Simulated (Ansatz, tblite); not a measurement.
Forces on Si2S⁺ at its PBE-D4/def2-TZVP geometry. The state is a doublet with charge 1.

The xTB rows come from tblite. Another isomer (doublet) lies 0.96 eV lower at PBE0-D4/def2-TZVP; other spin states weren't run for this one.

GFN1-xTB (tblite), largest force 0.51 eV/Å:

```xyz
3
positions Å, forces eV/Å
Si   -0.437   -2.026   -0.336    0.106    0.491    0.082
Si    0.437    2.026    0.335   -0.106   -0.491   -0.081
S     0.000    0.000    0.001    0.000    0.000   -0.002
```

GFN2-xTB (tblite), largest force 0.69 eV/Å:

```
Si -0.143 -0.662 -0.110
Si 0.143 0.662 0.109
S 0.000 0.000 0.001
```

PBE-D4/def2-TZVP (Ansatz), largest force 0.00 eV/Å:

```
Si 0.000 -0.002 0.000
Si 0.000 0.002 0.000
S 0.000 0.000 0.000
```
